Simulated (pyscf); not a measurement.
PySCF, gas phase, ωB97X-D3(BJ)/def2-SVP geometries. Correlated levels are frozen-core, on RHF or UHF. ΔMP2 is the change of the MP2 total energy from the triple- to the quadruple-zeta basis.

Estimate by transition-state theory the rate constant of hydrogen fluoride (HF) + F–BH–Cl → F–BH–F + hydrogen chloride (HCl) (singlet surface; F–H, B–Cl broken, B–F, Cl–H formed) at 900 K, with CCSD(T)/def2-TZVPP + ΔMP2(QZVPP) energies (ideal gas, 1 atm, RRHO with modes under 100 cm⁻¹ raised to 100, one conformer, R ln 2 for rigid chiral ones; no tunnelling).

The electronic barrier is 13.6 kcal/mol and the thermal terms add +29.2, so ΔG‡ = 42.7 kcal/mol. With k_BT/h = 1.88e+13 s⁻¹ and RT = 1.788 kcal/mol, and a volume of 1.23e-19 cm³ per molecule at 1 atm, k = 9.7e-17 cm³ molecule⁻¹ s⁻¹. Wigner's tunnelling factor for 942i cm⁻¹ would be 1.09. A shift of 1 kcal/mol in the barrier changes k by a factor 1.7. One saddle was located; it need not be the lowest between these sides. The CCSD(T) − MP2 part came from Ansatz, without density fitting, on the same reference.
